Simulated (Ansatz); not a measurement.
Born–Oppenheimer molecular dynamics of BFH5N (8 atoms, charge 0, multiplicity 1). It starts at the highest image of a converged band, a first-order saddle point between two minima.

Level of theory: RKS PBE/def2-TZVP in Ansatz 0.2.0.

| Item | Value |
| --- | --- |
| ensemble | NVE (velocity Verlet) |
| time step | 0.5 fs |
| steps asked | 200 |
| starting velocities drawn for | 100 K |
| seed | 10889 |

First frame:

```xyz
8
Properties=species:S:1:pos:R:3
B 0.040 -0.404 -0.043
F -0.291 0.279 1.641
H 1.069 0.134 -0.340
H -0.987 -0.177 -0.619
N 0.147 -1.747 0.638
H -0.584 -2.435 0.473
H 1.062 -2.187 0.704
H -0.133 -0.802 1.644
```

(1) What does the run give?

(2) What happens to the structure?

(3) How do temperature and energy run in time?

## Answers

(1) All steps were run.

```json
{"steps done": "200", "time covered": "100 fs", "mean temperature over the second half": "539 K", "spread of the potential energy over the second half": "6.4 meV per atom", "mean potential energy of the second half above the start": "-42.6 meV per atom"}
```

The conserved energy stayed within 0.097 meV per atom of its start (net change 0.072 meV per atom), so the integration is sound. The kinetic energy rose, since the run started high on the potential surface and went downhill. It ends in pieces (BH4N + FH), so much of that is their flight and rotation, not heat. A run of 0.1 ps of so small a system gives no equilibrium averages. The orbitals stay closed-shell, which can raise the energy where a bond breaks towards radicals; this wasn't checked here.

(2) Between its relaxed ends the band would form F2–H8 and break B1–F2, N5–H8. These pairs go: F2–H8 1.09 → 0.91 Å, B1–F2 1.85 → 3.69 Å, N5–H8 1.41 → 2.56 Å. In the last frame they stand as after the step (other bonds may differ from the relaxed reactants and products). It ends as BH4N + FH. Pairs count as bonded within 1.25 times the sum of covalent radii (0.12 Å more for H–H). This is one draw of velocities; another would differ in detail.

(3) 
| time (fs) | T (K) | potential energy less start (eV) | conserved less start (meV/atom) |
| --- | --- | --- | --- |
| 0 | 100 | 0.000 | 0.00 |
| 5 | 50 | 0.039 | 0.02 |
| 10 | 51 | 0.038 | 0.02 |
| 15 | 54 | 0.036 | 0.03 |
| 20 | 56 | 0.034 | 0.04 |
| 25 | 93 | 0.006 | 0.02 |
| 30 | 126 | -0.020 | 0.02 |
| 35 | 157 | -0.044 | 0.03 |
| 40 | 206 | -0.082 | 0.06 |
| 45 | 289 | -0.146 | 0.07 |
| 50 | 361 | -0.202 | 0.06 |
| 55 | 419 | -0.247 | 0.05 |
| 60 | 463 | -0.281 | 0.04 |
| 65 | 545 | -0.346 | -0.03 |
| 70 | 585 | -0.376 | -0.02 |
| 75 | 621 | -0.405 | -0.06 |
| 80 | 615 | -0.400 | -0.05 |
| 85 | 591 | -0.380 | 0.01 |
| 90 | 567 | -0.362 | 0.04 |
| 95 | 547 | -0.346 | 0.08 |
| 100 | 537 | -0.338 | 0.07 |

The run took 120 s on 4 threads of Arm Neoverse V2, on a shared host, peak memory 0.17 GiB.
